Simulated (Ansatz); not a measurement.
## Si2NH6 (SMILES N[SiH][SiH3]): the vertical energy of the quartet above the doublet, rung by rung

The species is Si2NH6 (9 atoms), meant as a doublet with charge 0. SMILES: `N[SiH][SiH3]`. The shape is that of a PBE0-D4/def2-TZVP optimisation. This is one conformer, not always the lowest.

Each level gives the vertical energy of the quartet above the doublet (eV). The values are calculated.

| level | kind | program | value (eV) | less CCSD(T)/6-311+G** |
| --- | --- | --- | --- | --- |
| UHF/6-311+G** | Hartree–Fock | Ansatz | 5.28 | -0.80 |
| U-revPBE/6-311+G** | GGA | Ansatz | 5.63 | -0.45 |
| UBLYP/6-311+G** | GGA | Ansatz | 5.71 | -0.37 |
| UPBE/6-311+G** | GGA | Ansatz | 5.63 | -0.45 |
| U-r2SCAN/6-311+G** | meta-GGA | Ansatz | 5.82 | -0.26 |
| UB3LYP/6-311+G** | global hybrid | Ansatz | 6.01 | -0.07 |
| UPBE0/6-311+G** | global hybrid | Ansatz | 5.97 | -0.11 |
| UCCSD(T)/6-311+G** | coupled cluster or CI | Ansatz | 6.08 | 0.00 |

Differences are taken from UCCSD(T)/6-311+G** for orientation; it has basis-set and higher-order errors of its own. The values span 5.28 to 6.08 eV.
